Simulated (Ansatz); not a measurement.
**PH− (quartet): wB97M-V, B2PLYP over a scan of the distance P1–H2, 6-31++G****

How well do these functionals follow the top wave-function level for PH− (quartet) over a scan of the distance P1–H2?

Computed with Ansatz 0.2.0, Gaussian basis. Level: 6-31++G**, all electrons in the functionals, frozen cores in the correlation of double hybrids and RPA.

The runs, in order: wB97M-V, B2PLYP, at 1.220 Å; 1.400 Å; 1.559 Å; 1.755 Å; 1.945 Å; 2.113 Å; 2.489 Å; 2.953 Å; 3.358 Å; 4.278 Å; 5.386 Å.

15 further runs of the same task are left out: 14 that didn't finish, 1 set aside as unsound or not needed.

## (1) What is computed

The geometry derives from a PBE0/def2-TZVPD stationary point (not a proven minimum). One bond is set to the value named and the two fragments are kept rigid.

2 atoms, charge -1, spin multiplicity 4.

Atoms are counted from 1 here; the program's logs count them from 0.

Bond lengths: P1–H2 1.559 Å.

Geometry (Å):

```
P     0.0000    0.0000    0.0000
H     0.0000    0.0000    1.5586
```

No dispersion term is added; wB97M-V holds VV10 nonlocal correlation.

The geometry shown and the zero of energy belong to the point 1.559 Å. The yardstick, FCI, and other wave-function levels (R restricted, U unrestricted, valence and pair active spaces) come from earlier runs.

## (2) wB97M-V, 1.220 Å

The input, in.yaml:

```yaml
crystal:
  periodic: [false, false, false]
  atoms:
    - {symbol: P, position_ang: [0.000000, 0.000000, 0.000000]}
    - {symbol: H, position_ang: [0.000000, 0.000000, 1.220000]}
basis:
  gaussian: {orbitals: "6-31++G**"}
total_charge: -1
magnetization: {spin_polarized: true, initial_magnetization: 3}
hamiltonian: {xc: {name: wB97M-V}}
output: {forces: true, orbitals: {seedname: orbitals}}
```

Command:

```bash
ansatz run in.yaml --threads 1 --pin off --events-out ev --progress --plain --max-ram 2393MiB
```

After this run come: wB97M-V, 1.400 Å; wB97M-V, 1.559 Å; wB97M-V, 1.755 Å; wB97M-V, 1.945 Å; wB97M-V, 2.113 Å; wB97M-V, 2.489 Å; wB97M-V, 2.953 Å; wB97M-V, 3.358 Å; wB97M-V, 4.278 Å; wB97M-V, 5.386 Å; B2PLYP, 1.220 Å; B2PLYP, 1.400 Å; B2PLYP, 1.559 Å; B2PLYP, 1.755 Å; B2PLYP, 1.945 Å; B2PLYP, 2.113 Å; B2PLYP, 2.489 Å; B2PLYP, 2.953 Å; B2PLYP, 3.358 Å; B2PLYP, 4.278 Å; B2PLYP, 5.386 Å.

Q: Predict the results of all the runs planned. Wanted: span of the FCI curve; largest miss, wB97M-V; largest miss, B2PLYP.

**Answer**, as computed:

```
             quantity                value
span of the FCI curve             1.009 eV
largest miss, wB97M-V  -0.229 eV (2.113 Å)
 largest miss, B2PLYP  -0.120 eV (2.489 Å)
```

In words: Of the functionals, B2PLYP keep the smallest largest miss at the points compared (at most 0.120 eV) and wB97M-V strays most (0.229 eV, at 2.113 Å). Functionals and the yardstick converge differently with the basis, so part of each miss in 6-31++G** is the basis.
